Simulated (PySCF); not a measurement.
Gas-phase reaction: 3 BH2Cl + 2 B = 3 BCl + B2H6

Energies from PySCF (xtb for GFN2), thermal terms from the rigid-rotor harmonic-oscillator model, ideal gas at 1 bar. † marks an energy on the PBE0/def2-TZVP geometry and frequencies; other levels use their own. MP2 freezes the core. Open shells (unrestricted): B (multiplicity 2); the rest are closed-shell singlets. GFN2 has no spin-polarisation term. Spin-orbit splitting is ignored; it lowers the true energy and changes the entropy of B. BH2Cl: computed as isolated molecules; such fragments, hydroxides, amides, oligomers or adducts are transient or little studied in the gas. MP2 isn't extrapolated to the basis-set limit.

GFN2-xTB gives ΔH°(298 K) = -597 kJ.

### Question
What do MP2/def2-SVP†, PBE0/def2-TZVP, PBE0/def2-SVP† give?

### Answer
MP2/def2-SVP†: -288 kJ; PBE0/def2-TZVP: -314 kJ; PBE0/def2-SVP†: -314 kJ. For scale, ΔH°(298 K) is -597 kJ at this level, -336 kJ at ωB97M-V/def2-TZVP†, and runs from -597 to -85 kJ over the 20 levels computed († marks an energy on the PBE0/def2-TZVP geometry).
